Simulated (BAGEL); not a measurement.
# A workflow on C2H4P+ (SMILES C1=C[PH2+]1)

Wanted: the energy (HF/def2-SV(P)), then a single-point energy (CASSCF(2,2)/def2-SV(P)) of C2H4P+. 

The calculation is run with BAGEL 1.2.2.

### 1 The system as given

The species is C2H4P+ (7 atoms), meant as a singlet with charge +1. SMILES: `C1=C[PH2+]1`. All atoms were displaced at random from a relaxed shape.

Bond lengths: C1–C2 1.362 Å, C1–P3 1.760 Å, C2–P3 1.754 Å, C1–H4 1.161 Å, C2–H5 1.187 Å, P3–H6 1.231 Å, P3–H7 1.283 Å. Some angles: C1–C2–P3 67.4°, C2–C1–P3 67.0°, C1–P3–C2 45.6°, C1–C2–H5 141.1°, P3–C2–H5 151.3°, C2–C1–H4 135.2°, P3–C1–H4 156.5°, C1–P3–H6 122.7°, C1–P3–H7 123.5°, C2–P3–H6 119.6°.

### 2 The energy at HF/def2-SV(P) (density fitting with tzvpp-jkfit, Cartesian functions) (run 1)

input.json

```json
{ "bagel": [

{
  "title": "molecule",
  "basis": "def2-sv_p_.json",
  "df_basis": "tzvpp-jkfit",
  "cartesian": true,
  "geometry": [
    { "atom": "C", "xyz": [    -1.35949543,    -1.17780204,    -0.44383053 ] },
    { "atom": "C", "xyz": [    -0.33150710,     0.93812241,    -1.48582551 ] },
    { "atom": "P", "xyz": [     1.22342948,    -0.00051778,     1.28788615 ] },
    { "atom": "H", "xyz": [    -3.16568432,    -2.36964286,    -0.80082625 ] },
    { "atom": "H", "xyz": [    -0.63094743,     2.36957294,    -3.18585148 ] },
    { "atom": "H", "xyz": [     0.96608658,     1.25393155,     3.22961754 ] },
    { "atom": "H", "xyz": [     3.50455001,    -0.76342857,     0.97596606 ] }
  ]
},

{ "title": "hf", "charge": 1 },

{ "title": "print", "file": "orbitals.molden", "orbitals": true }

]}
```

The basis set def2-SV(P) is read from a file made from the Basis Set Exchange's data (not shown).

The run is started by

```console
$ BAGEL_NUM_THREADS=1 BAGEL input.json > input.out
```

What it wrote:

```text
* using 1 threads per process

  ===============================================================
  ===============================================================

  Cartesian basis functions are used
  *** Geometry ***

  { "atom" : "C", "xyz" : [     -1.359495,     -1.177802,     -0.443831 ] },
  { "atom" : "C", "xyz" : [     -0.331507,      0.938122,     -1.485826 ] },
  { "atom" : "P", "xyz" : [      1.223429,     -0.000518,      1.287886 ] },
  { "atom" : "H", "xyz" : [     -3.165684,     -2.369643,     -0.800826 ] },
  { "atom" : "H", "xyz" : [     -0.630947,      2.369573,     -3.185851 ] },
  { "atom" : "H", "xyz" : [      0.966087,      1.253932,      3.229618 ] },
  { "atom" : "H", "xyz" : [      3.504550,     -0.763429,      0.975966 ] },

  Number of auxiliary basis functions:      413

  Since a DF basis is specified, we compute 2- and 3-index integrals:
    o Being stored without compression. Storage requirement is 0.011 GB

  Number of basis functions:       57
  Number of electrons      :       31

    * METHOD: MOLECULE                             0.12

  *** RHF ***

  === Nuclear Repulsion ===
   100.3394091913

      * DIIS with orbital gradients will be used.

  === RHF iteration (def2-sv_p_.json) ===
      0       -398.16965759          0.13561830           0.03
      1       -406.20219862          0.14816390           0.03
      2       -417.87007810          0.03541840           0.02
      3       -418.20582489          0.01263870           0.02
      4       -418.23927557          0.00555380           0.02
      5       -418.24951097          0.00071099           0.03
      6       -418.24972380          0.00019059           0.03
      7       -418.24974316          0.00007464           0.02
      8       -418.24974496          0.00001871           0.02
      9       -418.24974516          0.00000402           0.02
     10       -418.24974517          0.00000111           0.03
     11       -418.24974517          0.00000041           0.03
     12       -418.24974517          0.00000021           0.02
     13       -418.24974517          0.00000008           0.02
     14       -418.24974517          0.00000003           0.02
     15       -418.24974517          0.00000001           0.02
     16       -418.24974517          0.00000000           0.02
    * SCF iteration converged.

    * Permanent dipole moment:
           (   -0.180227,    -0.088052,    -0.249342) a.u.

    * METHOD: HF                                   0.43

    * METHOD: PRINT                                0.01

  ===============================================================
```

Run time: 0.78 s. Hardware: 1 thread of Intel Xeon Platinum 8488C (Sapphire Rapids), shared host; peak memory 0.14 GiB.

### 3 The energy at CASSCF(2,2)/def2-SV(P) (density fitting with tzvpp-jkfit, Cartesian functions, 2 states averaged) (run 2)

calc.json

```json
{ "bagel" : [

{
  "title" : "molecule",
  "basis" : "def2-sv_p_.json",
  "df_basis" : "tzvpp-jkfit",
  "angstrom" : "false",
  "cartesian" : "true",
  "geometry" : [
    { "atom" : "C", "xyz" : [    -1.35949543,    -1.17780204,    -0.44383053 ] },
    { "atom" : "C", "xyz" : [    -0.33150710,     0.93812241,    -1.48582551 ] },
    { "atom" : "P", "xyz" : [     1.22342948,    -0.00051778,     1.28788615 ] },
    { "atom" : "H", "xyz" : [    -3.16568432,    -2.36964286,    -0.80082625 ] },
    { "atom" : "H", "xyz" : [    -0.63094743,     2.36957294,    -3.18585148 ] },
    { "atom" : "H", "xyz" : [     0.96608658,     1.25393155,     3.22961754 ] },
    { "atom" : "H", "xyz" : [     3.50455001,    -0.76342857,     0.97596606 ] }
  ]
},

{ "title" : "hf", "charge" : 1 },

{
  "title" : "casscf",
  "nstate" : 2,
  "nact" : 2,
  "nclosed" : 14,
  "charge" : 1,
  "active" : [15, 17],
  "maxiter" : 200,
  "fci_algorithm" : "hz",
  "natocc" : "true"
},

{ "title" : "print", "file" : "orbitals.molden", "orbitals" : "true" }

]}
```

The basis set def2-SV(P) is read from a file made from the Basis Set Exchange's data (not shown).

The run is started by

```console
$ BAGEL_NUM_THREADS=1 BAGEL calc.json > calc.out
```

What it wrote:

```text
* using 1 threads per process

  ===============================================================
  ===============================================================

  Cartesian basis functions are used
  *** Geometry ***

  { "atom" : "C", "xyz" : [     -1.359495,     -1.177802,     -0.443831 ] },
  { "atom" : "C", "xyz" : [     -0.331507,      0.938122,     -1.485826 ] },
  { "atom" : "P", "xyz" : [      1.223429,     -0.000518,      1.287886 ] },
  { "atom" : "H", "xyz" : [     -3.165684,     -2.369643,     -0.800826 ] },
  { "atom" : "H", "xyz" : [     -0.630947,      2.369573,     -3.185851 ] },
  { "atom" : "H", "xyz" : [      0.966087,      1.253932,      3.229618 ] },
  { "atom" : "H", "xyz" : [      3.504550,     -0.763429,      0.975966 ] },

  Number of auxiliary basis functions:      413

[... 21 lines left out ...]
    * SCF iteration converged.
[... 1 line left out ...]
    * Permanent dipole moment:
[... 12 lines left out ...]

    * nstate   :      2
    * nclosed  :     14
    * nact     :      2
    * nvirt    :     41
  === CASSCF iteration (def2-sv_p_.json) ===

    * Using the second-order algorithm

      0  0      -418.26048439     5.35e-03      0.02
      0  1      -417.90536216     0.00e+00      0.02

[... 28 lines of this table left out ...]
     10  1      -418.01015658     0.00e+00      0.10

    * Second-order optimization converged. *

     guess   0:   closed 1.                   open ..
     guess   1:   closed ..                   open 11

  === FCI iteration ===

      0  0      -418.24056760     4.09e-03      0.00
      0  1      -418.01015655     5.03e-05      0.00

      1  0 *    -418.24067229     4.47e-15      0.00
      1  1 *    -418.01015658     7.71e-16      0.00

     * ci vector, state   0, <S^2> = 0.0000
       2.     0.9997332291

     * ci vector, state   1, <S^2> = 0.0000
       ab    -0.7069760467
       ba    -0.7069760467

    * METHOD: CASSCF                               1.43

    * METHOD: PRINT                                0.01

  ===============================================================
```

Run time: 2.2 s. Hardware: 1 thread of Intel Xeon Platinum 8488C (Sapphire Rapids), shared host; peak memory 0.14 GiB.

### 4 Summary of results

| quantity | value |
| --- | --- |
| run 1, HF/def2-SV(P): total energy | -418.24975 Eh |
| run 1, HF/def2-SV(P): HOMO energy | -17.48 eV |
| run 1, HF/def2-SV(P): LUMO energy | -2.96 eV |
| run 1, HF/def2-SV(P): HOMO–LUMO gap | 14.53 eV |
| run 2, CASSCF(2,2)/def2-SV(P): energy of the lowest of 2 roots | -418.24067 Eh |
| run 2, CASSCF(2,2)/def2-SV(P): lowest excitation energy within this active space | 6.27 eV |

The orbitals (run 2, CASSCF(2,2)/def2-SV(P)) are averaged over several states, so each root lies above its own optimum (it can stand above Hartree-Fock), and forces and dipoles share that bias. The basis has no diffuse functions, so Rydberg states are missing or pushed up, and the true lowest state may lie lower.
